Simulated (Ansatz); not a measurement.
# NH₂S (doublet): PBE, r2SCAN, PBE0, B3LYP, r2SCANh over vertical spin and charge gaps and displaced geometries, cc-pVDZ, part 3 of 3

Ansatz 0.2.0, Gaussian basis; cc-pVDZ, all electrons in the functionals. Earlier steps stand in the parts before.

### Step 22. B3LYP, charge 1, singlet

Contents of in.yaml:

```yaml
crystal:
  periodic: [false, false, false]
  atoms:
    - {symbol: N, position_ang: [0.000000, -0.187817, 1.099702]}
    - {symbol: S, position_ang: [0.000000, 0.096160, -0.500007]}
    - {symbol: H, position_ang: [0.000000, 0.740397, 1.531227]}
    - {symbol: H, position_ang: [0.000000, -1.189495, -0.906663]}
basis:
  gaussian: {orbitals: cc-pVDZ}
total_charge: 1
magnetization: {spin_polarized: true, initial_magnetization: 0}
hamiltonian: {xc: {name: B3LYP}}
```

Command:

```console
> ansatz run in.yaml --threads 1 --pin off --events-out ev --progress --plain --max-ram 2393MiB
```

The program printed, shortened:

```text
Functional definition: B3LYP
  name "B3LYP"
  cite "Stephens, Devlin, Chabalowski & Frisch, J. Phys. Chem. 98, 11623 (1994) doi:10.1021/j100096a001"
  cite "Becke, Phys. Rev. A 38, 3098 (1988) doi:10.1103/PhysRevA.38.3098"
  cite "Lee, Yang & Parr, Phys. Rev. B 37, 785 (1988) doi:10.1103/PhysRevB.37.785"
  cite "Vosko, Wilk & Nusair, Can. J. Phys. 58, 1200 (1980) doi:10.1139/p80-159"
[...]
417 factors; integrals over basis functions are off by at most 1.5e-3 eV
[...]
mean field -12347.74626411 eV, -453.7713056030 hartree, gradient 2.0e-5 eV, S^2 0.000000; 2 other end points of the search recorded, 0 dependent functions left out
reference -12347.74641993 eV, -453.7713113293 hartree; 12, 12 occupied and 30, 30 virtual orbitals, 417 factors
Total energy: -12347.74641993 eV, -453.7713113293 hartree
```

It took 0.64 s on 1 thread of AMD EPYC 9R45, shared host.

From the report: ⟨S²⟩ of the determinant 0.000 (pure singlet: 0.00).

From charge 0, doublet: +854.6 kJ/mol.

### Step 23. B3LYP, charge 1, triplet

in.yaml, as its differences from that of step 22:

```diff
@@ -10,3 +10,3 @@
 total_charge: 1
-magnetization: {spin_polarized: true, initial_magnetization: 0}
+magnetization: {spin_polarized: true, initial_magnetization: 2}
 hamiltonian: {xc: {name: B3LYP}}
```

The command is unchanged.

The program printed, shortened:

```text
Functional definition: B3LYP
  name "B3LYP"
  cite "Stephens, Devlin, Chabalowski & Frisch, J. Phys. Chem. 98, 11623 (1994) doi:10.1021/j100096a001"
  cite "Becke, Phys. Rev. A 38, 3098 (1988) doi:10.1103/PhysRevA.38.3098"
  cite "Lee, Yang & Parr, Phys. Rev. B 37, 785 (1988) doi:10.1103/PhysRevB.37.785"
  cite "Vosko, Wilk & Nusair, Can. J. Phys. 58, 1200 (1980) doi:10.1139/p80-159"
[...]
417 factors; integrals over basis functions are off by at most 1.5e-3 eV
[...]
mean field -12346.14268305 eV, -453.7123750860 hartree, gradient 5.7e-5 eV, S^2 2.009901; 1 other end points of the search recorded, 0 dependent functions left out
reference -12346.14283809 eV, -453.7123807837 hartree; 13, 11 occupied and 29, 31 virtual orbitals, 417 factors
Total energy: -12346.14283809 eV, -453.7123807837 hartree
```

It took 0.48 s on 1 thread of AMD EPYC 9R45, shared host.

From the report: ⟨S²⟩ of the determinant 2.010 (pure triplet: 2.00).

From charge 0, doublet: +1009.3 kJ/mol.

### Step 24. B3LYP, displaced geometry v1

Contents of in.yaml:

```yaml
crystal:
  periodic: [false, false, false]
  atoms:
    - {symbol: N, position_ang: [0.000734, -0.177546, 1.108768]}
    - {symbol: S, position_ang: [-0.000099, 0.090288, -0.502094]}
    - {symbol: H, position_ang: [0.047865, 0.793835, 1.486527]}
    - {symbol: H, position_ang: [-0.054912, -1.198871, -0.921561]}
basis:
  gaussian: {orbitals: cc-pVDZ}
magnetization: {spin_polarized: true, initial_magnetization: 1}
hamiltonian: {xc: {name: B3LYP}}
```

The command is unchanged.

The program printed, shortened:

```text
Functional definition: B3LYP
  name "B3LYP"
  cite "Stephens, Devlin, Chabalowski & Frisch, J. Phys. Chem. 98, 11623 (1994) doi:10.1021/j100096a001"
  cite "Becke, Phys. Rev. A 38, 3098 (1988) doi:10.1103/PhysRevA.38.3098"
  cite "Lee, Yang & Parr, Phys. Rev. B 37, 785 (1988) doi:10.1103/PhysRevB.37.785"
  cite "Vosko, Wilk & Nusair, Can. J. Phys. 58, 1200 (1980) doi:10.1139/p80-159"
[...]
418 factors; integrals over basis functions are off by at most 1.4e-3 eV
[...]
mean field -12356.61647465 eV, -454.0972798278 hartree, gradient 2.6e-5 eV, S^2 0.753779; 0 other end points of the search recorded, 0 dependent functions left out
reference -12356.61664297 eV, -454.0972860135 hartree; 13, 12 occupied and 29, 30 virtual orbitals, 418 factors
Total energy: -12356.61664297 eV, -454.0972860135 hartree
```

Run time: 0.45 s. Hardware: 1 thread of AMD EPYC 9R45, shared host.

From the report: ⟨S²⟩ of the determinant 0.754 (pure doublet: 0.75).

From charge 0, doublet: -1.3 kJ/mol.

### Step 25. B3LYP, displaced geometry v2

Contents of in.yaml:

```yaml
crystal:
  periodic: [false, false, false]
  atoms:
    - {symbol: N, position_ang: [0.111896, -0.191234, 1.091446]}
    - {symbol: S, position_ang: [-0.052978, 0.101117, -0.496669]}
    - {symbol: H, position_ang: [0.023643, 0.712930, 1.526385]}
    - {symbol: H, position_ang: [0.106751, -1.272232, -0.893291]}
basis:
  gaussian: {orbitals: cc-pVDZ}
magnetization: {spin_polarized: true, initial_magnetization: 1}
hamiltonian: {xc: {name: B3LYP}}
```

Launched as before.

The program printed, shortened:

```text
Functional definition: B3LYP
  name "B3LYP"
  cite "Stephens, Devlin, Chabalowski & Frisch, J. Phys. Chem. 98, 11623 (1994) doi:10.1021/j100096a001"
  cite "Becke, Phys. Rev. A 38, 3098 (1988) doi:10.1103/PhysRevA.38.3098"
  cite "Lee, Yang & Parr, Phys. Rev. B 37, 785 (1988) doi:10.1103/PhysRevB.37.785"
  cite "Vosko, Wilk & Nusair, Can. J. Phys. 58, 1200 (1980) doi:10.1139/p80-159"
[...]
417 factors; integrals over basis functions are off by at most 1.2e-3 eV
[...]
mean field -12356.52860536 eV, -454.0940506912 hartree, gradient 4.7e-5 eV, S^2 0.753738; 0 other end points of the search recorded, 0 dependent functions left out
reference -12356.52877360 eV, -454.0940568739 hartree; 13, 12 occupied and 29, 30 virtual orbitals, 417 factors
Total energy: -12356.52877360 eV, -454.0940568739 hartree
```

Run time: 0.45 s. Hardware: 1 thread of AMD EPYC 9R45, shared host.

From the report: ⟨S²⟩ of the determinant 0.754 (pure doublet: 0.75).

From charge 0, doublet: +7.2 kJ/mol.

### Step 26. r2SCANh, charge 0, doublet

Contents of in.yaml:

```yaml
crystal:
  periodic: [false, false, false]
  atoms:
    - {symbol: N, position_ang: [0.000000, -0.187817, 1.099702]}
    - {symbol: S, position_ang: [0.000000, 0.096160, -0.500007]}
    - {symbol: H, position_ang: [0.000000, 0.740397, 1.531227]}
    - {symbol: H, position_ang: [0.000000, -1.189495, -0.906663]}
basis:
  gaussian: {orbitals: cc-pVDZ}
magnetization: {spin_polarized: true, initial_magnetization: 1}
hamiltonian: {xc: {name: r2SCANh}}
```

Same command.

The program printed, shortened:

```text
Functional definition: r2SCANh
  name "r2SCANh"
  cite "Bursch, Neugebauer, Ehlert & Grimme, J. Chem. Phys. 156, 134105 (2022) doi:10.1063/5.0086040"
  cite "Furness, Kaplan, Ning, Perdew & Sun, J. Phys. Chem. Lett. 11, 8208 (2020) doi:10.1021/acs.jpclett.0c02405"
  cite "Furness, Kaplan, Ning, Perdew & Sun, J. Phys. Chem. Lett. 11, 9248 (2020) doi:10.1021/acs.jpclett.0c03077"
  parent r2scan
[...]
417 factors; integrals over basis functions are off by at most 1.5e-3 eV
[...]
mean field -12354.47956004 eV, -454.0187496644 hartree, gradient 3.5e-5 eV, S^2 0.755364; 0 other end points of the search recorded, 0 dependent functions left out
reference -12354.47956575 eV, -454.0187498745 hartree; 13, 12 occupied and 29, 30 virtual orbitals, 417 factors
Total energy: -12354.47956575 eV, -454.0187498745 hartree
```

Run time: 0.72 s. Hardware: 1 thread of AMD EPYC 9R45, shared host.

From the report: ⟨S²⟩ of the determinant 0.755 (pure doublet: 0.75).

### Step 27. r2SCANh, charge 0, quartet

in.yaml, as its differences from that of step 26:

```diff
@@ -9,3 +9,3 @@
   gaussian: {orbitals: cc-pVDZ}
-magnetization: {spin_polarized: true, initial_magnetization: 1}
+magnetization: {spin_polarized: true, initial_magnetization: 3}
 hamiltonian: {xc: {name: r2SCANh}}
```

Launched as before.

The program printed, shortened:

```text
Functional definition: r2SCANh
  name "r2SCANh"
  cite "Bursch, Neugebauer, Ehlert & Grimme, J. Chem. Phys. 156, 134105 (2022) doi:10.1063/5.0086040"
  cite "Furness, Kaplan, Ning, Perdew & Sun, J. Phys. Chem. Lett. 11, 8208 (2020) doi:10.1021/acs.jpclett.0c02405"
  cite "Furness, Kaplan, Ning, Perdew & Sun, J. Phys. Chem. Lett. 11, 9248 (2020) doi:10.1021/acs.jpclett.0c03077"
  parent r2scan
[...]
417 factors; integrals over basis functions are off by at most 1.5e-3 eV
[...]
mean field -12348.74817886 eV, -453.8081252910 hartree, gradient 6.5e-5 eV, S^2 3.761178; 1 other end points of the search recorded, 0 dependent functions left out
reference -12348.74818577 eV, -453.8081255449 hartree; 14, 11 occupied and 28, 31 virtual orbitals, 417 factors
Total energy: -12348.74818577 eV, -453.8081255449 hartree
```

Run time: 0.87 s. Hardware: 1 thread of AMD EPYC 9R45, shared host.

From the report: ⟨S²⟩ of the determinant 3.761 (pure quartet: 3.75).

From charge 0, doublet: +553.0 kJ/mol.

### Step 28. The comparison

The yardstick is UCCSDT(Q), where the cluster series has nearly closed. It and the other wave-function rows come from earlier runs at the same points. Energies in kJ/mol, counted from charge 0, doublet; blanks weren't run or aren't comparable.

```
           level  doublet to quartet  ionisation to the singlet cation  ionisation to the triplet cation  displacement v1  displacement v2
       UCCSDT(Q)               572.8                             789.6                             978.4             -1.7              8.7
             PBE               538.9                             834.2                             995.6             -2.5              5.3
          r2SCAN               548.4                             863.2                            1005.1             -1.3              7.3
            PBE0               558.7                             863.8                            1009.5             -0.8              8.0
           B3LYP               558.7                             854.6                            1009.3             -1.3              7.2
         r2SCANh               553.0                                                                                                      
             RHF               589.3                             843.6                             942.0              1.5             12.7
             UHF               568.2                             819.6                             923.0              1.5             12.7
            RMP2               576.1                             794.1                             989.6             -0.7             10.3
            UMP2               585.7                             864.8                             990.9             -0.7             10.3
           RCCSD               582.4                             807.1                             982.3             -1.2              9.3
        RCCSD(T)               575.7                             791.3                             979.7             -1.6              8.8
        UCCSD(T)               575.7                             798.1                             979.6             -1.6              8.8
       RCCSDT(Q)               573.1                             789.8                             978.6             -1.7              8.7
  CASSCF valence               604.7                             689.0                             908.9             -2.5              8.0
  NEVPT2 valence               586.0                             773.7                             968.6             -2.3              7.9
MRCISD+Q valence               577.8                             787.2                             978.5             -1.8              8.8
```

Largest miss and mean time a point (UCCSDT(Q) took 12 s a point; shared hosts):

```
           level  largest miss (kJ/mol)                             where  time a point
             PBE                  +44.6  ionisation to the singlet cation         0.4 s
          r2SCAN                  +73.6  ionisation to the singlet cation        0.79 s
            PBE0                  +74.2  ionisation to the singlet cation        0.57 s
           B3LYP                  +65.0  ionisation to the singlet cation        0.51 s
         r2SCANh                  -19.8                doublet to quartet        0.79 s
             RHF                  +54.1  ionisation to the singlet cation              
             UHF                  -55.4  ionisation to the triplet cation              
            RMP2                  +11.2  ionisation to the triplet cation              
            UMP2                  +75.2  ionisation to the singlet cation              
           RCCSD                  +17.5  ionisation to the singlet cation              
        RCCSD(T)                   +2.9                doublet to quartet         1.3 s
        UCCSD(T)                   +8.5  ionisation to the singlet cation         1.4 s
       RCCSDT(Q)                   +0.3  ionisation to the singlet cation          12 s
  CASSCF valence                 -100.6  ionisation to the singlet cation              
  NEVPT2 valence                  -15.9  ionisation to the singlet cation         1.8 s
MRCISD+Q valence                   +5.0                doublet to quartet         3.6 s
```

### Step 29. What came out

This closing draws on all 3 parts.

| quantity | value |
| --- | --- |
| doublet to quartet, UCCSDT(Q) | 572.8 kJ/mol |
| ionisation to the singlet cation, UCCSDT(Q) | 789.6 kJ/mol |
| ionisation to the triplet cation, UCCSDT(Q) | 978.4 kJ/mol |
| displacement v1, UCCSDT(Q) | -1.7 kJ/mol |
| displacement v2, UCCSDT(Q) | 8.7 kJ/mol |
| largest miss, PBE | +44.6 kJ/mol (ionisation to the singlet cation) |
| largest miss, r2SCAN | +73.6 kJ/mol (ionisation to the singlet cation) |
| largest miss, PBE0 | +74.2 kJ/mol (ionisation to the singlet cation) |
| largest miss, B3LYP | +65.0 kJ/mol (ionisation to the singlet cation) |
| largest miss, r2SCANh | -19.8 kJ/mol (doublet to quartet) |
| largest miss, RCCSD(T) | +2.9 kJ/mol (doublet to quartet) |
| largest miss, UCCSD(T) | +8.5 kJ/mol (ionisation to the singlet cation) |

What this shows: Misses are known at 5 of 5 points at best, and only functionals with that many are ranked. Of the functionals, PBE keep the smallest largest miss at the points compared (at most 44.6 kJ/mol) and PBE0 strays most (74.2 kJ/mol, at ionisation to the singlet cation). Functionals and the yardstick converge differently with the basis, so part of each miss in cc-pVDZ is the basis.
